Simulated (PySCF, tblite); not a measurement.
# How well do the runs reproduce experiment for nitrosyl fluoride?

**The experiment to reproduce.**

NIST CCCBDB Release 22 (SRD 101), experimental dipoles lists, for the gas: dipole moment (microwave Stark effect, vibrational ground state) 1.81 D.

CRC Handbook of Chemistry and Physics lists, for the gas at 298.15 K: standard entropy 248.1 J/(mol K).

How close the calculation comes is told at the end.

Nitrosyl fluoride, FNO.
SMILES with atom numbers: `[O:1]=[N:2][F:3]`

Cartesian coordinates in Å at the PBE0-D3(BJ)/def2-SVP level; atoms count from 1:
```xyz
3
FNO angstrom
O     -0.3978    0.8989   -0.2890
N      0.4547    0.1757   -0.0853
F     -0.0553   -1.1085    0.3556
```

The PySCF runs (gas phase, on this PBE0-D3(BJ)/def2-SVP geometry; no spin–orbit coupling):

```
                             level                                                                            job  basis functions  wall time
PBE0-D3(BJ)/def2-SVP, grid level 1                   geometry optimisation from a GFN2-xTB start shaken at random               42      4.0 s
                      PBE/pcSseg-2                                                                     shieldings              108      3.2 s
                     PBE0/pcSseg-1                                        shieldings, charges and field gradients               51      1.6 s
                 wB97X-D/def2-SVPD  10 singlets by full TDDFT, 4 Tamm–Dancoff triplets, polarisability, ΔSCF ions               66      5.0 s
                       B3LYP/pcJ-1                                    spin–spin couplings from 3 perturbed nuclei               81      1.7 s
```

Hardware: Arm Neoverse V1, one thread, no GPU, on a shared host.

GFN2-xTB wavenumbers (cm⁻¹, harmonic, unscaled, at the method's own geometry): 536, 753, 1848. Point group Cs, symmetry number 1. Entropy at 298.15 K and 1 bar in J/(mol K): translation 157.4, rotation 87.0, vibration 3.5.

**Comparison with experiment**

**Dipole moment.** Measured: 1.81 D (NIST CCCBDB Release 22 (SRD 101), experimental dipoles).

```json
{"level": "PBE0-D3(BJ)/def2-SVP", "computed (D)": "0.98", "computed − measured (D)": "-0.83", "% (from the printed values)": "-46"}
{"level": "PBE/pcSseg-2", "computed (D)": "1.04", "computed − measured (D)": "-0.77", "% (from the printed values)": "-43"}
{"level": "PBE0/pcSseg-1", "computed (D)": "1.09", "computed − measured (D)": "-0.72", "% (from the printed values)": "-40"}
{"level": "wB97X-D/def2-SVPD", "computed (D)": "1.15", "computed − measured (D)": "-0.66", "% (from the printed values)": "-36"}
{"level": "B3LYP/pcJ-1", "computed (D)": "1.07", "computed − measured (D)": "-0.74", "% (from the printed values)": "-41"}
```

Closest is wB97X-D/def2-SVPD (-0.66 D), furthest PBE0-D3(BJ)/def2-SVP (-0.83 D); one molecule doesn't rank methods. All 5 levels lie below the measurement. The computed dipoles belong to one fixed geometry; measured ones are averaged over vibrations unless marked μe. Magnitudes are compared, not signs.

**Standard entropy at 298.15 K.** Measured: 248.1 J/(mol K) (298.15 K; CRC Handbook of Chemistry and Physics).

| level | computed (J/(mol K)) | computed − measured (J/(mol K)) | % (from the printed values) |
| --- | --- | --- | --- |
| GFN2-xTB, rigid rotor and harmonic oscillator | 247.8 | -0.3 | 0 |

Ideal gas at 1 bar, most abundant isotopes; table values of this kind come from calorimetry or from spectroscopic constants.

No measured geometry was used, and the causes of the misses weren't examined.
